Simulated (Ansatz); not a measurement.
Input file:

```yaml
crystal:
  periodic: [false, false, false]
  atoms:
    - {symbol: Ge, position_ang: [0.000000, -0.023273, 0.004309]}
    - {symbol: H, position_ang: [0.000000, 0.930672, -1.649254]}
    - {symbol: H, position_ang: [0.000000, 0.746546, 1.338710]}
basis:
  gaussian: {orbitals: cc-pVDZ}
magnetization: {spin_polarized: false, initial_magnetization: 2}
correlation: {method: fci, electrons: outside_noble_gas}
```

```sh
$ ansatz run in.yaml --threads 1 --pin off --events-out ev --progress --plain --max-ram 2393MiB
```

Output:

```
703 factors; integrals over basis functions are off by at most 2.0e-7 eV
mean field evaluation 1: about -56501.1043 eV, gradient 6.6e0 eV
mean field evaluation 2: about -56501.1143 eV, gradient 6.6e0 eV
mean field evaluation 4: about -56501.6473 eV, gradient 9.3e-1 eV
mean field evaluation 8: about -56501.6644 eV, gradient 9.4e-3 eV
mean field -56501.66443011 eV, -2076.3978696029 hartree, gradient 1.5e-6 eV, S^2 2.000000; 0 other end points of the search recorded, 0 dependent functions left out
mean field evaluation 16: about -56501.6311 eV, gradient 2.3e0 eV
14 core orbitals not correlated: weight in the atoms' cores, before any rotation towards them, 1.000 or more for the frozen orbitals, at most 0.000 for the correlated occupied ones
reference -56501.66443011 eV, -2076.3978696029 hartree; 4, 2 occupied and 19, 21 virtual orbitals, 703 factors
state -56504.39837092 eV, -2076.4983400745 hartree
Total energy: -56504.39837092 eV, -2076.4983400745 hartree
```

Natural occupations: 1.9538 1.9183 0.9959 0.9888 0.0574 0.0269 0.0085 0.0082 0.0073 0.0072 0.0065 0.0048 0.0042 0.0034 0.0031 0.0012 0.0011 0.0010 0.0008 0.0007 0.0005 0.0002 0.0001.

Ran on 1 thread of Arm Neoverse V1, shared host: 4.4 s wall, 0.21 GiB peak host memory.
